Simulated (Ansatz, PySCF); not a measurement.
This Ansatz (a first-principles code) input computes a CCSD(T)/cc-pVDZ energy:

Ansatz 0.2 input:
```yaml
crystal:
  periodic: [false, false, false]
  atoms:
    - {symbol: O, position_ang: [1.08859699, 0.24944285, -0.42728356]}
    - {symbol: C, position_ang: [0.04658452, 0.36233721, 0.22026559]}
    - {symbol: H, position_ang: [-0.09897970, 1.22977934, 0.88845632]}
    - {symbol: C, position_ang: [-1.01080777, -0.58309006, 0.15832965]}
    - {symbol: H, position_ang: [-1.91279587, -0.45200395, 0.74149328]}
    - {symbol: H, position_ang: [-0.91166091, -1.44880109, -0.48325255]}
basis:
  gaussian:
    orbitals: cc-pVDZ
magnetization: {spin_polarized: true, initial_magnetization: 1}
correlation: {method: ccsd_t, electrons: outside_noble_gas}
```

**Question.** Write an input for the same energy in PySCF and say what it gives.

**Answer.** 
```python
from pyscf import gto, scf, mp, cc as ccmod

mol = gto.M(
    atom='''
    O     1.08859699    0.24944285   -0.42728356
    C     0.04658452    0.36233721    0.22026559
    H    -0.09897970    1.22977934    0.88845632
    C    -1.01080777   -0.58309006    0.15832965
    H    -1.91279587   -0.45200395    0.74149328
    H    -0.91166091   -1.44880109   -0.48325255
    ''',
    basis='cc-pvdz',
    charge=0,
    spin=1,
    verbose=4,
)

mf = scf.UHF(mol)
mf.conv_tol = 1e-10
mf.max_cycle = 100
mf.kernel()
mo, _, stable, _ = mf.stability(return_status=True)
if not stable:
    mf.kernel(mf.make_rdm1(mo, mf.mo_occ))
mp2 = mp.MP2(mf, frozen=3).run()
cc = ccmod.CCSD(mf, frozen=3)
cc.max_cycle = 100
cc.kernel()
et = cc.ccsd_t()
print(f'E(CCSD(T)) = {cc.e_tot + et:.9f}')
```
It gives -152.77223 Eh, and Ansatz -152.77223 Eh, a difference of 0.00 mEh.

It need not be the lowest isomer of its formula.
